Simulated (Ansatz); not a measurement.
## Scan of the N1–N2 bond length

N2O (SMILES N#[N+][O-]), closed shell, at its PBE0-D4/def2-TZVP minimum:

```
atom    x (Å)    y (Å)    z (Å)
  N1  -0.5117   1.0013  -0.1679
  N2  -0.0084   0.0165  -0.0028
  O3   0.5201  -1.0178   0.1707
```

The bond length N1–N2 (1.118 Å at the minimum) is set to the values below, with the rest relaxed at PBE0-D4/def2-TZVP at each step. Each method's energies count from its own value at the PBE0-D4 minimum structure. Program: Ansatz 0.2.0. Basis: def2-TZVPP. Cores are frozen in the correlated methods.

CCSD(T) energies along the scan:
```csv
bond length (Å),CCSD(T) (kcal/mol)
1.006,28.30
1.029,17.66
1.062,7.31
1.100,1.16
1.143,-0.08
1.188,3.36
1.237,10.90
1.288,21.45
1.342,34.31
```
They count from the CCSD(T) energy at the PBE0-D4 minimum.

Minimum and curvature along this coordinate at CCSD(T): A fifth-order fit through the nearest points gives 1.132 Å, with a curvature of about 110 eV/Å².

Largest difference from the CCSD(T) curve over the scan: r2SCAN-D4 3.78; PBE0-D4 9.39; wB97M-V 10.69; HF 33.84 kcal/mol. Each curve counts from its own value at the minimum.

No T1 diagnostic of these runs exceeds 0.024. The restricted Hartree–Fock reference is unstable towards an unrestricted one at one or more of these structures.

For scale, one of the runs: CCSD(T)/def2-TZVPP, 93 basis functions (an equivalent command: `ansatz run in.yaml --threads 2`). The run took about 2.2 s on 2 CPU threads (shared host).
